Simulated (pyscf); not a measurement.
Structures and frequencies: ωB97X-D3(BJ)/def2-SVP in PySCF. Correlated levels are frozen-core, on RHF or UHF. ΔMP2 is the change of the MP2 total energy from the triple- to the quadruple-zeta basis.

**Question.** How much does it cost (ΔH, 298 K, CCSD(T)/def2-TZVPP + ΔMP2(QZVPP)) to split PH₃ (SMILES P) at its H–P bond into PH₂• + H•?

**Answer.** H–P to PH₂• + H•: 3.55 eV. The CCSD(T) − MP2 part came from Ansatz, without density fitting, on the same reference.
